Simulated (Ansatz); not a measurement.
# Al2SiH (quartet): from Hartree-Fock to the top rungs, cc-pVTZ

How much of the correlation energy of Al2SiH (quartet) does each wave-function method recover here?

Computed with Ansatz 0.2.0, Gaussian basis. Level: cc-pVTZ, core rule «outside noble gas», up to 15 orbitals frozen.

Plan: UHF; CCSD(T) on ROHF; CCSD(T) on UHF; BCCD(T) on ROHF; CCSDT(Q) on ROHF; CCSDT(Q) on UHF.

3 further runs of the same task are left out: 3 set aside as unsound or not needed.

### Step 1. What is computed

The geometry is a PBE0/def2-TZVP stationary point (not a proven minimum) of the parent state, kept for this charge and spin.

4 atoms, charge 0, spin multiplicity 4.

Atoms are counted from 1 here; the program's logs count them from 0.

Bond lengths: Al1–Si2 2.289 Å, Al1–Al3 2.719 Å, Al1–H4 1.590 Å, Si2–Al3 2.311 Å. Angles: Si2–Al1–Al3 54.1°, Si2–Al1–H4 166.2°, Al3–Al1–H4 139.7°, Al1–Si2–Al3 72.5°, Al1–Al3–Si2 53.4°.

### Step 2. UHF

in.yaml

```yaml
crystal:
  periodic: [false, false, false]
  atoms:
    - {symbol: Al, position_ang: [0.000000, 0.365979, 1.411330]}
    - {symbol: Si, position_ang: [0.000000, -1.216412, -0.242354]}
    - {symbol: Al, position_ang: [0.000000, 0.856925, -1.263266]}
    - {symbol: H, position_ang: [0.000000, 1.158538, 2.789485]}
basis:
  gaussian: {orbitals: cc-pVTZ}
magnetization: {spin_polarized: true, initial_magnetization: 3}
hamiltonian: {xc: hf}
output: {orbitals: {seedname: orbitals}}
```

Started as:

```console
> ansatz run in.yaml --threads 1 --pin off --events-out ev --progress --plain --max-ram 4096MiB --backend cpu
```

Further steps of the session: CCSD(T) on ROHF; CCSD(T) on UHF; BCCD(T) on ROHF; CCSDT(Q) on ROHF; CCSDT(Q) on UHF.

Q: Predict the results of all the runs planned. Wanted: UCCSDT(Q) below the RHF energy; RMP2 from UCCSDT(Q); UMP2 from UCCSDT(Q); RCCSD from UCCSDT(Q); RCCSD(T) from UCCSDT(Q); UCCSD(T) from UCCSDT(Q); RCCSDT(Q) from UCCSDT(Q); T1 diagnostic.

The runs gave:

| quantity | value |
| --- | --- |
| UCCSDT(Q) below the RHF energy | -7.3635 eV |
| RMP2 from UCCSDT(Q) | +1384.2 meV |
| UMP2 from UCCSDT(Q) | +1459.3 meV |
| RCCSD from UCCSDT(Q) | +536.8 meV |
| RCCSD(T) from UCCSDT(Q) | +89.6 meV |
| UCCSD(T) from UCCSDT(Q) | +92.2 meV |
| RCCSDT(Q) from UCCSDT(Q) | +2.5 meV |
| levels within 1 kcal/mol (43 meV) | RCCSDT, UCCSDT, RCCSDT(Q) |
| T1 diagnostic | 0.032 |

In words: RCCSD(T) misses by +89.6 meV, 1.2 % of the correlation energy. These misses are within one basis, not against nature; the frozen cores of restricted and unrestricted runs differ, which can shift their rows.
